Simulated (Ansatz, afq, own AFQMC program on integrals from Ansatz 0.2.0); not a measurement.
**AlNH, doublet in 6-31G, levels against full CI**

```xyz
3

Al    0.0000    0.0000    0.0508
N     0.0000    0.0000   -1.6818
H     0.0000    0.0000    1.6309
```

Connectivity, by distances: AlH–N.

Basis 6-31G. Only valence electrons are correlated. Ansatz 0.2.0 and our own AFQMC program on the same integrals; the CISD trial comes from CCSD amplitudes, and released means the phaseless constraint is let go. ± is one standard error of the sampling.

Determinant: UHF, the one that the program's search chose, which needn't be the lowest solution. The geometry is a point of a scan.

Full CI on the same integrals is exact in this basis and with this determinant's frozen core.

Cautions: strong correlation (T1 0.102, weight of the determinant 0.72, largest double 0.15); unrestricted determinant spin contaminated (⟨S²⟩ 1.34 against 0.75); the released energies are still falling, so no released level is given (meV from the phaseless value at times in 1/Eh: -11 ± 4 at 0.24, -14 ± 3 at 0.51, -22 ± 3 at 0.99, -28 ± 4 at 1.62, -31 ± 4 at 2.40), though the last usable value meets full CI within the noise.

- T1 diagnostic: 0.1017
- weight of the determinant in the CISD state: 0.722
- ⟨S²⟩ of the determinant: 1.337
- size of the correlated space: 9 electrons in 18 orbitals

```csv
level,correlation energy (eV)
MP2,-2.7500
CCSD,-3.8748
CCSD(T),-4.0101
```

Estimate where phaseless AFQMC with the Hartree–Fock trial lies against CCSD(T) on the same integrals.

59.0 ± 24.1 meV below CCSD(T).

Reference: full CI, correlation energy -4.108 eV. The cautions show a poor starting determinant, so the rows tell how each method copes with it here, and full CI is the sure value.

```json
{"level": "CCSD(T)", "E − E(reference) (meV)": "98.0", "share of correlation (%)": "97.61"}
{"level": "CCSDT", "E − E(reference) (meV)": "17.3", "share of correlation (%)": "99.58"}
{"level": "CCSDT(Q)", "E − E(reference) (meV)": "-17.8", "share of correlation (%)": "100.43"}
{"level": "CCSDTQ", "E − E(reference) (meV)": "-0.5", "share of correlation (%)": "100.01"}
{"level": "ph-AFQMC/HF", "E − E(reference) (meV)": "39.1 ± 24.1", "share of correlation (%)": "99.05"}
{"level": "ph-AFQMC/CISD", "E − E(reference) (meV)": "33.5 ± 4.4", "share of correlation (%)": "99.18"}
```

CCSDT and higher add their correlation energy to the determinant of the CCSD(T) run, since their own runs factorise the integrals more tightly (a shift of under 2 meV). A walk keeps the symmetry of its determinant, which the program's search chose and which needn't be the lowest solution, so a lower state of the same spin and another symmetry isn't excluded.
